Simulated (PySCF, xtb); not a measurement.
NO, SMILES O=[N] (connectivity only; charge and spin as stated), charge +1, multiplicity 1.

GFN2-xTB in xtb at its own geometry gives an orbital gap of 4.85 eV.

Geometry: PBE0-D3(BJ)/def2-TZVPD.

Problem. What does B3LYP/def2-TZVPD run with PySCF give? (An estimate is asked for; the answer gives what the named calculation found.)

Solution. gap 11.69 eV (levels -25.02 and -13.33 eV).
